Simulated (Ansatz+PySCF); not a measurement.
Values are calculated unless marked as measured or tabulated.
Input for Ansatz (development build ahead of 0.2.0):

```yaml
crystal:
  periodic: [false, false, false]
  atoms:
    - { symbol: C, position_ang: [0.0, 0.0, -1.67473] }
    - { symbol: S, position_ang: [0.0, 0.0, 0.62802] }
basis:
  gaussian: { orbitals: cc-pVDZ }
magnetization:
  spin_polarized: true
hamiltonian:
  xc: hf
scf:
  omitted_lower_state_checks: [stability, starts, atomic_configurations, cluster_reference, orbital_swaps, given_window_search, neighbouring_geometries, increment]
```

The input is written out in the form of the current development build from the run's settings.

Results

```yaml
Converged: yes
Total_energy: -435.11105 hartree
Spin_squared_of_the_determinant: 0.000
Occupied_orbitals_by_symmetry_in_an_Abelian_subgroup_alpha;_beta: 7 A1 2 B1 2 B2; 7 A1 2 B1 2 B2
```

This is not the lowest solution: another run reaches a determinant 2.37 eV lower.
